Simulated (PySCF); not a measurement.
The dipole of metal hydrosulfide (`[Na][SH]`) from its density and from atomic charges.

Coordinates (PBE0-D3(BJ)/def2-SVP, Å) and charges (e) from the PBE0/pcSseg-1 density (PySCF):

```csv
atom,x,y,z,Mulliken,IAO,Hirshfeld,ESP-fitted
Na1,1.727,-0.280,-0.002,+0.6631,+0.7641,+0.5470,+0.7130
S2,-0.548,0.689,-0.025,-0.7581,-0.8257,-0.5402,-0.8472
H3,-1.172,-0.511,-0.019,+0.0949,+0.0616,-0.0069,+0.1342
```

Question: What dipole does each set of charges give (1 e·Å = 4.803 D), and what does the density give?

Answer: The full density gives (7.55, -3.94, 0.08) D, 8.52 D in size; dipole vectors point from the negative to the positive end.

```
    scheme    μx     μy    μz  size (D)  share of the full size (%)  angle to the full dipole (°)
  Mulliken  6.96  -3.63  0.08      7.85                          92                             0
       IAO  8.17  -3.91  0.09      9.05                         106                             2
 Hirshfeld  6.00  -2.51  0.06      6.50                          76                             5
ESP-fitted  7.39  -4.09  0.08      8.45                          99                             1
```

Question: Which set comes closest?

Answer: Length of the difference vector: ESP-fitted 0.22 D, IAO 0.62 D, Mulliken 0.67 D, Hirshfeld 2.12 D. Closest: ESP-fitted. ESP charges are fitted to the potential around the molecule, whose slowest-falling term is the dipole's. The schemes that divide the density aren't constrained to reproduce the dipole.

Question: What is left for the Hirshfeld atoms' own dipoles?

Answer: The shares of the density sum to the whole, so what Σ q r misses lies in dipoles about the nuclei. The atomic dipoles sum to (7.55, -3.94, 0.08) − (6.00, -2.51, 0.06) = (1.55, -1.43, 0.02) D, 2.12 D in size.

Question: Give the size of the full dipole in other units.

Answer: 8.52 D = 3.352 au = 1.774 e·Å = 28.42 × 10⁻³⁰ C·m.

Geometry: PBE0-D3(BJ)/def2-SVP; no solvent, vibrations or thermal averaging.
